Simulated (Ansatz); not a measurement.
# CH5NSi: the cost of one run

Program: Ansatz 0.2.0. Level of theory: RKS r2SCAN-D4/6-31G*. These are calculated values, not measurements.

### Step 1. The system as given

Bond lengths: N1–C2 1.245 Å, C2–Si3 1.846 Å, N1–H4 1.060 Å, C2–H5 1.114 Å, Si3–H6 1.496 Å, Si3–H7 1.545 Å, Si3–H8 1.470 Å. Angles: N1–C2–Si3 119.5°, N1–C2–H5 122.8°, Si3–C2–H5 117.7°, C2–N1–H4 106.2°, C2–Si3–H6 113.3°, C2–Si3–H7 110.0°, C2–Si3–H8 114.4°, H6–Si3–H7 104.7°, H6–Si3–H8 110.0°, H7–Si3–H8 103.6°.

Structure file:

```xyz
8

N    -1.5564    0.1819   -0.6952
C    -0.3276    0.3672   -0.6234
Si    0.6326   -0.4215    0.7423
H    -1.8919    0.7438   -1.5289
H     0.2377    0.9591   -1.3786
H     0.2573    0.0868    2.0985
H     2.1330   -0.0831    0.5986
H     0.6075   -1.8913    0.7309
```

### Step 2. Relaxing end A

Contents of input.yaml:

```yaml
crystal:
  periodic: [false, false, false]
  atoms:
    - { symbol: "N", position_ang: [-1.5564, 0.1819, -0.6952] }
    - { symbol: C, position_ang: [-0.3276, 0.3672, -0.6234] }
    - { symbol: Si, position_ang: [0.6326, -0.4215, 0.7423] }
    - { symbol: H, position_ang: [-1.8919, 0.7438, -1.5289] }
    - { symbol: H, position_ang: [0.2377, 0.9591, -1.3786] }
    - { symbol: H, position_ang: [0.2573, 0.0868, 2.0985] }
    - { symbol: H, position_ang: [2.133, -0.0831, 0.5986] }
    - { symbol: H, position_ang: [0.6075, -1.8913, 0.7309] }
basis:
  gaussian: { orbitals: "6-31G*" }
hamiltonian:
  xc: r2scan
  dispersion: d4
relax:
  f_tol: 0.015
  max_steps: 40
```

The run is started by

```sh
$ ansatz run input.yaml --threads 1 --pin off --max-ram 2048MiB --backend cpu --events-out ev --progress --plain --runs-dir out
```

**Question.** How long does this run take on 1 thread of Arm Neoverse V1, shared host, and how much memory does it need?

About 22 s, with a peak of 0.13 GiB.
